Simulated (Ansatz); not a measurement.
For bcc Ba, PBEsol+SOC (plane waves, PAW; Ansatz, a quantum-chemistry and plane-wave program) gives:

* **lattice constant a**: 4.880 Å
* **bulk modulus**: 9.19 GPa

What does r²SCAN+rVV10 (Ansatz, plane waves, PAW) give for the same quantities?


- lattice constant a: 5.010 Å (increases by 2.7 %)
- bulk modulus: 8.58 GPa (shrinks by 6.6 %)

For comparison: lattice constant a 4.995 Å (measured, low-temperature or extrapolated to 0 K; zero-point anharmonic expansion removed, our sources range from 4.995 to 5.004; as tabulated in Csonka et al. (2009), arXiv:0903.4037); bulk modulus 9.34 GPa (measured, corrected for temperature and zero-point phonon effects, our sources range from 9.34 to 10.6; as tabulated in Levämäki et al. (2014), arXiv:1402.3671).

Changes are worked out from the printed values.

Unless a cell is named, each level is at its own relaxed cell (PBEsol+SOC 58.11, r²SCAN+rVV10 62.87 Å³/atom).

Ansatz's density-functional and Hartree–Fock values are scalar-relativistic unless marked +SOC, with PAW data made under PBE.
